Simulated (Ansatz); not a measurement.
**C₈H₈: vertical ionisation energy**

An exercise on one series of results from a longer session: the logs are not shown, and one member is left open.

Method: unrestricted cation, the program's frozen cores in correlated methods; program: Ansatz 0.2.0, Gaussian basis.

The runs, in order: UKS PBE-D4/def2-TZVPP; UKS r2SCAN-D4/def2-TZVPP; UKS PBE0-D4/def2-TZVPP; UKS B3LYP-D4/def2-TZVPP; UKS wB97X-V/def2-TZVPP; UKS wB97M-V/def2-TZVPP; UKS B2PLYP/def2-TZVPP; UHF-CCSD(T)/def2-TZVPP; UHF-MP2/def2-QZVPP; extrapolation to the limit; then −ε(HOMO) from the neutral's earlier runs with LDA (SPW92), PBE-D4, revPBE-D4, BLYP-D4, r2SCAN-D4, B97M-V, PBE0-D4, B3LYP-D4, r2SCANh-D4, r2SCAN0-D4, HSE06-D4, BHLYP-D4, CAM-B3LYP-D4, LC-ωPBE, ωB97X-V, ωB97M-V.

### The relaxed structure

An earlier PBE0-D4 in a triple-zeta def2 set relaxation fixed the geometry.

SMILES `c1ccc2c(c1)CC2`, 16 atoms, charge 0, spin multiplicity 1.

Atoms are counted from 1 here; the program's logs count them from 0.

Bond lengths: C1–C2 1.393 Å, C1–C6 1.395 Å, C1–H9 1.084 Å, C2–C3 1.395 Å, C2–H10 1.084 Å, C3–C4 1.379 Å, C3–H11 1.084 Å, C4–C5 1.388 Å, C4–C8 1.512 Å, C5–C6 1.379 Å, C5–C7 1.512 Å, C6–H12 1.084 Å, C7–C8 1.568 Å, C7–H13 1.092 Å, C7–H14 1.092 Å, C8–H15 1.092 Å, C8–H16 1.092 Å. Angles: C2–C1–C6 121.8°, C2–C1–H9 118.8°, C6–C1–H9 119.4°, C1–C2–C3 121.8°, C1–C2–H10 118.8°, C3–C2–H10 119.4°, C2–C3–C4 115.9°, C2–C3–H11 120.9°, C4–C3–H11 123.2°, C3–C4–C5 122.3°, C3–C4–C8 144.2°, C5–C4–C8 93.4°, C4–C5–C6 122.3°, C4–C5–C7 93.4°, C6–C5–C7 144.2°, C1–C6–C5 115.9°, C1–C6–H12 120.9°, C5–C6–H12 123.2° and more.

The first run:

Input file in.yaml:

```yaml
crystal:
  periodic: [false, false, false]
  atoms:
    - {symbol: C, position_ang: [0.364811, 1.967521, 0.769387]}
    - {symbol: C, position_ang: [-0.132958, 2.072199, -0.527696]}
    - {symbol: C, position_ang: [-0.464613, 0.945710, -1.280662]}
    - {symbol: C, position_ang: [-0.267905, -0.270947, -0.661918]}
    - {symbol: C, position_ang: [0.227902, -0.375218, 0.629875]}
    - {symbol: C, position_ang: [0.559221, 0.730595, 1.384332]}
    - {symbol: C, position_ang: [0.171824, -1.885845, 0.626404]}
    - {symbol: C, position_ang: [-0.386747, -1.768042, -0.834144]}
    - {symbol: H, position_ang: [0.606528, 2.875268, 1.311218]}
    - {symbol: H, position_ang: [-0.264499, 3.058469, -0.958953]}
    - {symbol: H, position_ang: [-0.851140, 1.043970, -2.289135]}
    - {symbol: H, position_ang: [0.947873, 0.666023, 2.394707]}
    - {symbol: H, position_ang: [-0.520366, -2.332885, 1.343619]}
    - {symbol: H, position_ang: [1.135216, -2.394490, 0.706652]}
    - {symbol: H, position_ang: [0.253959, -2.205855, -1.603031]}
    - {symbol: H, position_ang: [-1.401906, -2.149174, -0.966355]}
basis:
  gaussian: {orbitals: def2-TZVPP}
total_charge: 1
magnetization: {spin_polarized: true, initial_magnetization: 1}
hamiltonian: {xc: pbe, dispersion: d4}
```

The run is started by

```
ansatz run in.yaml --threads 2 --pin off --events-out ev --progress --plain --max-ram 20480MiB --backend cuda --devices 0, --max-vram 18GiB
```

Steps of the session up to this table: Cation, UKS PBE-D4/def2-TZVPP; Cation, UKS r2SCAN-D4/def2-TZVPP; Cation, UKS PBE0-D4/def2-TZVPP; Cation, UKS B3LYP-D4/def2-TZVPP; Cation, UKS wB97X-V/def2-TZVPP; Cation, UKS wB97M-V/def2-TZVPP; Cation, UKS B2PLYP (frozen core)/def2-TZVPP; Cation, UHF-CCSD(T)/def2-TZVPP; Cation, UHF-MP2/def2-QZVPP.

One table of the session follows, with a row left open; its other results are not shown here.

It belongs to the step «Ionisation energies side by side». Orbital estimates, from the neutral's runs:

| functional | −ε(HOMO) (eV) |
| --- | --- |
| LDA (SPW92) | 6.05 |
| PBE-D4 | 5.87 |
| revPBE-D4 | 5.80 |
| BLYP-D4 | 5.68 |
| r2SCAN-D4 | ? |
| B97M-V | 5.99 |
| PBE0-D4 | 6.83 |
| B3LYP-D4 | 6.61 |
| r2SCANh-D4 | 6.39 |
| r2SCAN0-D4 | 6.94 |
| HSE06-D4 | 6.44 |
| BHLYP-D4 | 7.60 |
| CAM-B3LYP-D4 | 8.02 |
| LC-ωPBE | 9.30 |
| ωB97X-V | 8.96 |
| ωB97M-V | 8.89 |

**Question.** Estimate the row for r2SCAN-D4.

Worked estimate for «−ε(HOMO) (eV)». Against the share of exact exchange, r2SCANh-D4 (0.1, 6.39), r2SCAN0-D4 (0.25, 6.94) give a slope of 3.67 per unit share; at 0 the line stands at 6.02.

The run gave: −ε(HOMO) (eV): 6.02. In «−ε(HOMO) (eV)» the line misses by 0.00.

To keep in mind: The cation may have settled in a state other than its lowest; no search over hole states beyond the program's own was made.
